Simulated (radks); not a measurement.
**Mg³⁺ in [He] 2s2 2p5: an all-electron calculation**

The task here is to estimate one member of a computed series from the others.

Program: radks (a radial shooting solver on a logarithmic mesh, Libxc functionals) version 1. Level of theory: Dirac Kohn-Sham, OLYP, spin-unpolarised, spherical densities, point nucleus; open shells are shared between the two j in proportion to 2j + 1. These are calculated values, not measurements, unless marked.

## The atom as given

```
element       : magnesium (Z = 12)
charge        : +3
electrons     : 9
configuration : [He] 2s2 2p5
```

The outer shells:

Mg³⁺
```
[He] core
2s [↑↓]
2p [↑↓][↑↓][↑ ]
```

Set-up of the first run:

The run's settings:

```text
Z 12
configuration [He] 2s2 2p5
relativity Dirac
functional optx,lyp
spin unpolarised
j_filling average
nucleus point
c 137.035999084
```

Command:

```sh
> python run_ks.py task.json out
```

This one command runs every case of the session in turn.

One of the session's tables, all rows but one given; the rest of the session is left out.

It belongs to the step «Radial structure». Radial moments (bohr):

```
level     <r>  outermost maximum (interpolated)  90 % within
1s1/2  0.1305                            0.0851        0.233
2s1/2  0.6696                             0.537         1.05
2p1/2  0.6397                             0.464         1.07
2p3/2       ?                                 ?            ?
```

Q: Estimate the row for 2p3/2 from the others.

The run gave: <r>: 0.6415; outermost maximum (interpolated): 0.466; 90 % within: 1.08. In the column «<r>» it lies between 2p1/2 (0.6397) and 2s1/2 (0.6696).

Limits of these values: Spin polarisation and multiplet splitting are left out.
